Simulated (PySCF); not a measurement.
**Working out the ionisation energy of C**

C [He] 2s2 2p2 (3P) → C⁺ [He] 2s2 2p1 (2P). Computed with PySCF 2.14 in aug-cc-pwCVQZ, with the non-relativistic Hamiltonian (point nucleus). Frozen: nothing. Energies in hartree (1 hartree = 27.21139 eV):

| part | C (lower) | C⁺ (upper) |
| --- | --- | --- |
| UHF | -37.693375 | -37.296523 |
| MP2 opposite-spin | -0.105790 | -0.097326 |
| MP2 same-spin | -0.017697 | -0.007253 |

Question: What does Hartree-Fock give?

Answer: (-37.296523) − (-37.693375) = 0.396852 hartree = 10.799 eV.

Question: What do MP2 and SCS-MP2 (6/5 opposite-spin, 1/3 same-spin) give?

Answer: The opposite-spin parts differ by 0.230 eV and the same-spin parts by 0.284 eV. MP2: 10.799 + (0.230) + (0.284) = 11.313 eV. SCS-MP2: 10.799 + 1.2 × (0.230) + (0.284)/3 = 11.170 eV.

Measured between the centres of the two terms (NIST): 11.262 eV, so MP2 (valence and next inner shell) is off by 0.051 eV.

What remains against the reference includes basis incompleteness and correlation beyond second order.
